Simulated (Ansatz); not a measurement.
in.yaml

```yaml
crystal:
  periodic: [false, false, false]
  atoms:
    - {symbol: B, position_ang: [0.000000, 0.000000, 1.817000]}
    - {symbol: Al, position_ang: [0.000000, 0.000000, -0.120000]}
    - {symbol: H, position_ang: [0.000000, 0.000000, -1.697000]}
basis:
  gaussian: {orbitals: 6-31G}
total_charge: 1
magnetization: {spin_polarized: false, initial_magnetization: 2}
hamiltonian: {xc: {name: B3LYP}}
correlation: {method: ccsdt_q, electrons: outside_noble_gas}
```

```sh
$ ansatz run in.yaml --threads 1 --pin off --events-out ev --progress --plain --max-ram 2393MiB
```

Log:

```
496 factors; integrals over basis functions are off by at most 9.1e-8 eV
mean field evaluation 1: about -7275.2067 eV, gradient 1.1e1 eV
mean field evaluation 2: about -7275.2392 eV, gradient 1.1e1 eV
mean field evaluation 4: about -7275.8183 eV, gradient 2.9e0 eV
mean field evaluation 8: about -7275.8982 eV, gradient 1.5e-1 eV
mean field evaluation 16: about -7275.8984 eV, gradient 4.1e-5 eV
mean field -7275.89839262 eV, -267.3843341479 hartree, gradient 3.6e-6 eV, S^2 2.000000; 2 other end points of the search recorded, 0 dependent functions left out
mean field evaluation 32: about -7258.1257 eV, gradient 2.9e-1 eV
6 core orbitals not correlated: weight in the atoms' cores, before any rotation towards them, 1.000 or more for the frozen orbitals, at most 0.000 for the correlated occupied ones
reference -7257.83493012 eV, -266.7205141446 hartree; 4, 2 occupied and 14, 16 virtual orbitals, 496 factors
second order -1.29681791 eV of doubles, -0.14101468 eV of singles
cycle   1  -1.76615756 eV  change   -3.3e-1 eV  update   5.7e-2
cycle   2  -1.96398982 eV  change   -2.0e-1 eV  update   2.7e-2
cycle   3  -1.98713666 eV  change   -2.3e-2 eV  update   1.2e-2
cycle   4  -2.00449591 eV  change   -1.7e-2 eV  update   6.9e-3
cycle   5  -2.00649992 eV  change   -2.0e-3 eV  update   2.7e-3
cycle   6  -2.00649711 eV  change    2.8e-6 eV  update   1.2e-3
cycle   7  -2.00688620 eV  change   -3.9e-4 eV  update   6.3e-4
cycle   8  -2.00712054 eV  change   -2.3e-4 eV  update   3.0e-4
cycle   9  -2.00709809 eV  change    2.2e-5 eV  update   1.6e-4
cycle  10  -2.00705436 eV  change    4.4e-5 eV  update   7.4e-5
cycle  11  -2.00706030 eV  change   -5.9e-6 eV  update   3.4e-5
cycle  12  -2.00707212 eV  change   -1.2e-5 eV  update   1.5e-5
cycle  13  -2.00707794 eV  change   -5.8e-6 eV  update   6.0e-6
cycle  14  -2.00707628 eV  change    1.7e-6 eV  update   2.9e-6
cycle  15  -2.00707396 eV  change    2.3e-6 eV  update   1.4e-6
cycle  16  -2.00707316 eV  change    8.0e-7 eV  update   5.9e-7
cycle  17  -2.00707299 eV  change    1.7e-7 eV  update   2.8e-7
perturbative correction -0.00172824 eV, -0.0000635117 hartree
Total energy: -7259.84373135 eV, -266.7943362283 hartree
```

Ran on 1 thread of Arm Neoverse N1, shared host: 4.1 s wall, 0.15 GiB peak host memory.
